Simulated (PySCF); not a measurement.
PySCF input (PW6B95/def2-TZVPD):

```python
from pyscf import gto, scf, dft

mol = gto.M(
    atom='''
    Na   -0.00000000   -0.00000000   -1.52231061
    Cl    0.00000000    0.00000000    0.98502451
    ''',
    basis='def2-tzvpd',
    charge=-1,
    spin=1,
    symmetry='C2v',
    verbose=4,
)

mf = dft.UKS(mol, xc='pw6b95').density_fit(auxbasis='def2-universal-jkfit')
mf.grids.level = 3
mf.conv_tol = 1e-9
mf.max_cycle = 100
mf.max_memory = 1500
mf.kernel()
if not mf.converged:
    mf = mf.newton()
    mf.kernel(mf.make_rdm1())
mf.analyze()
```

Output:

```
PySCF version 2.14.0

[INPUT] verbose = 4
[INPUT] num. atoms = 2
[INPUT] num. electrons = 29
[INPUT] charge = -1
[INPUT] spin (= nelec alpha-beta = 2S) = 1
[INPUT] symmetry C2v subgroup None
[INPUT] Mole.unit = angstrom
[INPUT] Symbol           X                Y                Z      unit          X                Y                Z       unit  Magmom
[INPUT]  1 Na     0.000000000000   0.000000000000  -1.522310610000 AA    0.000000000000   0.000000000000  -2.876750129420 Bohr   0.0
[INPUT]  2 Cl     0.000000000000   0.000000000000   0.985024510000 AA    0.000000000000   0.000000000000   1.861426549884 Bohr   0.0

nuclear repulsion = 39.4666583069438
point group symmetry = Coov, use subgroup C2v
symmetry origin: [ 0.00000000e+00  0.00000000e+00 -2.69960854e-09]
symmetry axis x: [1. 0. 0.]
symmetry axis y: [0. 1. 0.]
symmetry axis z: [0. 0. 1.]
num. orbitals of irrep A1 = 36
num. orbitals of irrep A2 = 7
num. orbitals of irrep B1 = 19
num. orbitals of irrep B2 = 19
number of shells = 29
number of NR pGTOs = 128
number of NR cGTOs = 81
basis = def2-tzvpd
ecp = {}

******** <class 'pyscf.df.df_jk.DFSymAdaptedUKS'> ********
method = DFSymAdaptedUKS
initial guess = minao
damping factor = 0
level_shift factor = 0
DIIS = <class 'pyscf.scf.diis.CDIIS'>
diis_start_cycle = 1
diis_space = 8
diis_damp = 0
SCF conv_tol = 1e-09
SCF conv_tol_grad = None
SCF max_cycles = 100
direct_scf = False
number electrons alpha = 15  beta = 14
XC library pyscf.dft.libxc version 7.1.2
    S. Lehtola, C. Steigemann, M. J. T. Oliveira, and M. A. L. Marques,  SoftwareX 7, 1–5 (2018)
XC functionals = pw6b95
    Y. Zhao and D. G. Truhlar,  J. Phys. Chem. A 109, 5656 (2005)
radial grids:
    Treutler-Ahlrichs [JCP 102, 346 (1995); DOI:10.1063/1.469408] (M4) radial grids

becke partition: Becke, JCP 88, 2547 (1988); DOI:10.1063/1.454033
pruning grids: <function nwchem_prune>
grids dens level: 3
symmetrized grids: C2v
atomic radii adjust function: <function treutler_atomic_radii_adjust>
small_rho_cutoff = 0
Freeze 0 electrons in irreps []
    29 free electrons in irreps A1 A2 B1 B2
Set gradient conv threshold to 3.16228e-05
tot grids = 36984
[...]
macro= 47  E= -623.128685269252  delta_E= -8.1377e-10  |g|= 2.78258e-05  1 KF 5 JK
Canonicalize SCF orbitals
macro X = 48  E=-623.128685269252  |g|= 2.78258e-05  total 87 KF 422 JK
converged SCF energy = -623.128685269252  <S^2> = 0.75009272  2S+1 = 2.0000927
**** SCF Summaries ****
Total Energy =                        -623.128685269252173
Nuclear Repulsion Energy =              39.466658306943835
One-electron Energy =                 -948.731355202205805
Two-electron Energy =                  286.136011626009861
Two-electron Coulomb Energy =          329.565801293736627
DFT Exchange-Correlation Energy =      -43.429789667726766
HOMO-LUMO gap [eV] =                     1.676269930941086
Wave-function symmetry = A1
alpha occupancy for each irrep:     A1   A2   B1   B2
                                     9    0    3    3
beta  occupancy for each irrep:     A1   A2   B1   B2
                                     8    0    3    3
**** MO energy ****
alpha MO #1 (A1 #1), energy= -101.669441612841 occ= 1
alpha MO #2 (A1 #2), energy= -38.5622872719736 occ= 1
alpha MO #3 (A1 #3), energy= -9.30964798000766 occ= 1
alpha MO #4 (A1 #4), energy= -7.03802839227097 occ= 1
alpha MO #5 (B1 #1), energy= -7.03743522875979 occ= 1
alpha MO #6 (B2 #1), energy= -7.03743522884005 occ= 1
alpha MO #7 (A1 #5), energy= -2.12110954296486 occ= 1
alpha MO #8 (B1 #2), energy= -1.03374379332148 occ= 1
alpha MO #9 (B2 #2), energy= -1.03374379323372 occ= 1
alpha MO #10 (A1 #6), energy= -1.03146332922221 occ= 1
alpha MO #11 (A1 #7), energy= -0.575272022429274 occ= 1
alpha MO #12 (A1 #8), energy= -0.123425985139611 occ= 1
alpha MO #13 (B1 #3), energy= -0.109294246120399 occ= 1
alpha MO #14 (B2 #3), energy= -0.109294245209217 occ= 1
alpha MO #15 (A1 #9), energy= 0.0192139611069043 occ= 1
alpha MO #16 (B1 #4), energy= 0.080725442951398 occ= 0
alpha MO #17 (B2 #4), energy= 0.0807254974193299 occ= 0
alpha MO #18 (A1 #10), energy= 0.0860162611400052 occ= 0
alpha MO #19 (A1 #11), energy= 0.133793493775718 occ= 0
alpha MO #20 (B1 #5), energy= 0.136131624501336 occ= 0
alpha MO #21 (B2 #5), energy= 0.136131694904736 occ= 0
alpha MO #22 (A1 #12), energy= 0.162319187079197 occ= 0
alpha MO #23 (A1 #13), energy= 0.174236620551707 occ= 0
alpha MO #24 (B1 #6), energy= 0.199552298506804 occ= 0
alpha MO #25 (B2 #6), energy= 0.199552441479568 occ= 0
alpha MO #26 (B1 #7), energy= 0.302749956391307 occ= 0
alpha MO #27 (B2 #7), energy= 0.302749982072164 occ= 0
alpha MO #28 (A2 #1), energy= 0.312571658731529 occ= 0
alpha MO #29 (A1 #14), energy= 0.312572837907589 occ= 0
alpha MO #30 (A1 #15), energy= 0.317422598329087 occ= 0
alpha MO #31 (A1 #16), energy= 0.335868790723048 occ= 0
alpha MO #32 (B1 #8), energy= 0.348435427605637 occ= 0
alpha MO #33 (B2 #8), energy= 0.348435430770426 occ= 0
alpha MO #34 (A2 #2), energy= 0.39364140489759 occ= 0
alpha MO #35 (A1 #17), energy= 0.393642762208409 occ= 0
alpha MO #36 (A1 #18), energy= 0.40993158787404 occ= 0
alpha MO #37 (B1 #9), energy= 0.486094582771459 occ= 0
alpha MO #38 (B2 #9), energy= 0.486094631113081 occ= 0
alpha MO #39 (A1 #19), energy= 0.493209654475462 occ= 0
alpha MO #40 (B1 #10), energy= 0.702364928833296 occ= 0
alpha MO #41 (B2 #10), energy= 0.702364942760754 occ= 0
alpha MO #42 (A1 #20), energy= 0.820504678799033 occ= 0
alpha MO #43 (A2 #3), energy= 0.820506202235679 occ= 0
alpha MO #44 (A1 #21), energy= 0.822380500646864 occ= 0
alpha MO #45 (B1 #11), energy= 0.833269964949111 occ= 0
alpha MO #46 (B2 #11), energy= 0.833269968906411 occ= 0
alpha MO #47 (A1 #22), energy= 0.90128297148887 occ= 0
alpha MO #48 (A1 #23), energy= 1.12302552353384 occ= 0
alpha MO #49 (A2 #4), energy= 1.19228368668745 occ= 0
alpha MO #50 (A1 #24), energy= 1.19228551497118 occ= 0
alpha MO #51 (B1 #12), energy= 1.21009665141415 occ= 0
alpha MO #52 (B2 #12), energy= 1.21009665652273 occ= 0
alpha MO #53 (A1 #25), energy= 1.30188226666275 occ= 0
alpha MO #54 (B1 #13), energy= 1.38164962173823 occ= 0
alpha MO #55 (B2 #13), energy= 1.38164962201336 occ= 0
alpha MO #56 (A1 #26), energy= 1.39948272934848 occ= 0
alpha MO #57 (A2 #5), energy= 2.14164039454259 occ= 0
alpha MO #58 (A1 #27), energy= 2.14164401493681 occ= 0
alpha MO #59 (B1 #14), energy= 2.16339608877144 occ= 0
alpha MO #60 (B2 #14), energy= 2.16339609044846 occ= 0
alpha MO #61 (A1 #28), energy= 2.23432079956221 occ= 0
alpha MO #62 (A1 #29), energy= 2.31872516149652 occ= 0
alpha MO #63 (A2 #6), energy= 2.31872720610984 occ= 0
alpha MO #64 (B1 #15), energy= 2.32122488451637 occ= 0
alpha MO #65 (B2 #15), energy= 2.32122488451632 occ= 0
alpha MO #66 (B1 #16), energy= 2.33542566043052 occ= 0
alpha MO #67 (B2 #16), energy= 2.33542566079011 occ= 0
alpha MO #68 (A1 #30), energy= 2.41940518941221 occ= 0
alpha MO #69 (B1 #17), energy= 2.53753421234896 occ= 0
alpha MO #70 (B2 #17), energy= 2.53753421620813 occ= 0
alpha MO #71 (A1 #31), energy= 2.69413205794805 occ= 0
alpha MO #72 (A1 #32), energy= 3.76148712357677 occ= 0
alpha MO #73 (A1 #33), energy= 5.85558946043912 occ= 0
alpha MO #74 (A2 #7), energy= 5.85559025599203 occ= 0
alpha MO #75 (B1 #18), energy= 5.87114905005499 occ= 0
alpha MO #76 (B2 #18), energy= 5.87114905046507 occ= 0
alpha MO #77 (A1 #34), energy= 5.91928677166446 occ= 0
alpha MO #78 (B1 #19), energy= 11.0154582549465 occ= 0
alpha MO #79 (B2 #19), energy= 11.0154582554472 occ= 0
alpha MO #80 (A1 #35), energy= 11.1572675257176 occ= 0
alpha MO #81 (A1 #36), energy= 25.0194008035374 occ= 0
beta  MO #1 (A1 #1), energy= -101.669289137743 occ= 1
beta  MO #2 (A1 #2), energy= -38.5615790893044 occ= 1
beta  MO #3 (A1 #3), energy= -9.30949913148661 occ= 1
beta  MO #4 (A1 #4), energy= -7.03762649488248 occ= 1
beta  MO #5 (B2 #1), energy= -7.03733918065222 occ= 1
beta  MO #6 (B1 #1), energy= -7.0373391804396 occ= 1
beta  MO #7 (A1 #5), energy= -2.11940883449526 occ= 1
beta  MO #8 (B1 #2), energy= -1.03269119601048 occ= 1
beta  MO #9 (B2 #2), energy= -1.03269119607783 occ= 1
beta  MO #10 (A1 #6), energy= -1.02983421173083 occ= 1
beta  MO #11 (A1 #7), energy= -0.574401497252685 occ= 1
beta  MO #12 (A1 #8), energy= -0.121692255194001 occ= 1
beta  MO #13 (B2 #3), energy= -0.108990306763146 occ= 1
beta  MO #14 (B1 #3), energy= -0.108990306303768 occ= 1
beta  MO #15 (A1 #9), energy= 0.0427779389931789 occ= 0
beta  MO #16 (B2 #4), energy= 0.097767239342887 occ= 0
beta  MO #17 (B1 #4), energy= 0.0977813831246884 occ= 0
beta  MO #18 (A1 #10), energy= 0.0986728671604199 occ= 0
beta  MO #19 (A1 #11), energy= 0.151307967317829 occ= 0
beta  MO #20 (B2 #5), energy= 0.165844348989173 occ= 0
beta  MO #21 (B1 #5), energy= 0.165848431065081 occ= 0
[...]
```
